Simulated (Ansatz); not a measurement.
Task: Name a neutral molecule of C, S and H with HOMO–LUMO gap (PBE0/def2-TZVPP) between 5.90 and 6.20 eV and HOMO energy (PBE0/def2-TZVPP) between -6.40 and -6.10 eV (Ansatz, PBE0-D4/def2-TZVP geometry).

Result: `Sc1ccccc1` (5.95 eV, -6.35 eV); `C=CSC` (6.14 eV, -6.15 eV); `C=CCSC=C` (5.94 eV, -6.21 eV). Other molecules can fit too; these were computed, each in one conformer that needn't be the lowest.
